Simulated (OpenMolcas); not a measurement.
**UMN15-L/6-31G(d) (spherical functions) run of SiH (SMILES [SiH])**

Aim: the energy change on altering one bond length of SiH at UMN15-L/6-31G* (spherical functions), from 2 runs. 

The results are computed with OpenMolcas 26.06.

### 1 The system as given

The species is SiH (2 atoms), meant as a doublet with charge 0. As SMILES, `[SiH]`. The coordinates come from a PBE0-D4/def2-TZVP relaxation.

Bond lengths: Si1–H2 1.532 Å.

### 2 Energy and gradient at UMN15-L/6-31G(d) (spherical functions)

Contents of job.input:

```
>>> EXPORT MOLCAS_PRINT=2
&GATEWAY
BasLib = $CurrDir
Coord
2
angstrom
Si       0.000000       0.000000      -0.007580
H        0.000000       0.000000       1.524140
Basis = 6-31Gs
Group = NoSym
&SEWARD
&SCF
UHF
Spin = 2
KSDFT = 2
1.0 MGGA_X_MN15_L
1.0 MGGA_C_MN15_L
PrOrbitals = 1 1
&ALASKA
```

The basis set 6-31G* is read from a file made from the Basis Set Exchange's data (not shown).

Command:

```bash
$ export MOLCAS_MEM=1860
$ pymolcas job.input > job.log
```

Output:

```text
--- Start Module: gateway ---
[...]
--- Stop Module: gateway /rc=_RC_ALL_IS_WELL_ ---
[...]
      Basis functions           20
[...]
--- Start Module: scf ---
[...]
       Convergence after   9 Iterations
[...]
::    Total KS-DFT energy                            -289.8904932372
[...]
      Total spin, S                                     0.5029587133
[...]
      Total electronic charge=   15.000000
      Total            charge=   -0.000000
[...]
      Dipole Moment (debye):
      Origin of the operator (angstrom)=    0.0000    0.0000    0.0457
                   X= -3.9906E-17               Y=  7.1392E-16               Z=  4.3490E-01           Total=  4.3490E-01
      Quadrupole Moment (debye*angstrom):
[...]
--- Stop Module: scf /rc=_RC_ALL_IS_WELL_ ---
[...]
--- Start Module: alaska ---
[...]
 *              Molecular gradients               *
 **************************************************
  Irreducible representation: a
 ------------------------------------------------------------------------------------------
                              X                       Y                       Z
 ------------------------------------------------------------------------------------------
  SI1               3.04515522904464E-17   -3.61660518486222E-18    8.08258788778162E-02
  H2               -2.87168288144695E-17    2.74924344687387E-18   -8.08258788778153E-02
 ------------------------------------------------------------------------------------------
--- Stop Module: alaska /rc=_RC_ALL_IS_WELL_ ---
[...]
```

Wall time 2.3 s (1 thread of Arm Neoverse V2, shared host); peak memory 0.37 GiB.

### 3 The distorted shape at the same level

Contents of job.input:

```
* HSi Kohn-Sham DFT

&GATEWAY
 BasLib=$CurrDir
 Coord
 2
 angstrom
 Si       0.000000       0.000000      -0.160760
 H        0.000000       0.000000       1.524140
 Basis=6-31Gs
 Group=NoSym

&SEWARD

&SCF
 UHF
 Spin=2
 KSDFT=2
 1.0 MGGA_X_MN15_L
 1.0 MGGA_C_MN15_L
 PrOrbitals=1 1

&ALASKA
```

The basis set 6-31G* is read from a file made from the Basis Set Exchange's data (not shown).

Command:

```bash
$ export MOLCAS_MEM=1860
$ pymolcas job.input > job.log
```

Output:

```text
--- Start Module: gateway ---
[...]
--- Stop Module: gateway /rc=_RC_ALL_IS_WELL_ ---
[...]
      Basis functions           20
[...]
--- Start Module: scf ---
[...]
       Convergence after 154 Iterations
[...]
::    Total KS-DFT energy                            -289.8858200086
[...]
      Total spin, S                                     0.5031016897
[...]
      Total electronic charge=   15.000000
      Total            charge=   -0.000000
[...]
      Dipole Moment (debye):
      Origin of the operator (angstrom)=    0.0000    0.0000   -0.1022
                   X=  1.6099E-14               Y= -1.2173E-15               Z= -3.1254E-02           Total=  3.1254E-02
      Quadrupole Moment (debye*angstrom):
[...]
--- Stop Module: scf /rc=_RC_ALL_IS_WELL_ ---
[...]
--- Start Module: alaska ---
[...]
 *              Molecular gradients               *
 **************************************************
  Irreducible representation: a
 ------------------------------------------------------------------------------------------
                              X                       Y                       Z
 ------------------------------------------------------------------------------------------
  SI1              -1.36055731317175E-16    5.77489159060841E-16    2.88152851126702E-02
  H2                1.44932636604400E-16   -5.79223882536817E-16   -2.88152851126702E-02
 ------------------------------------------------------------------------------------------
--- Stop Module: alaska /rc=_RC_ALL_IS_WELL_ ---
[...]
```

Wall time 15 s (1 thread of Arm Neoverse V2, shared host); peak memory 0.37 GiB.

### 4 Results

Level: UMN15-L/6-31G* (spherical functions).

```
                                                          quantity          value
                                         first shape: total energy  -289.89049 Eh
                                        first shape: dipole moment         0.43 D
                   first shape: HOMO energy (highest over α and β)       -4.60 eV
                    first shape: LUMO energy (lowest over α and β)       -3.84 eV
                                                 first shape: ⟨S²⟩          0.756
                                     distorted shape: total energy  -289.88582 Eh
                                    distorted shape: dipole moment         0.03 D
               distorted shape: HOMO energy (highest over α and β)       -4.68 eV
                distorted shape: LUMO energy (lowest over α and β)       -3.90 eV
                                             distorted shape: ⟨S²⟩          0.756
energy change with the Si1–H2 bond stretched from 1.532 to 1.685 Å       0.127 eV
```

In words: This program's gradients are faulty for this kind of reference, so any forces in the log (distorted shape) can't be trusted; the energy can. This program's gradients are faulty for this kind of reference, so any forces in the log (first shape) can't be trusted; the energy can. With the Si1–H2 bond stretched from 1.532 to 1.685 Å the energy rises by 0.13 eV (2.9 kcal/mol). The first shape isn't relaxed at this level, so the change isn't measured from a minimum.
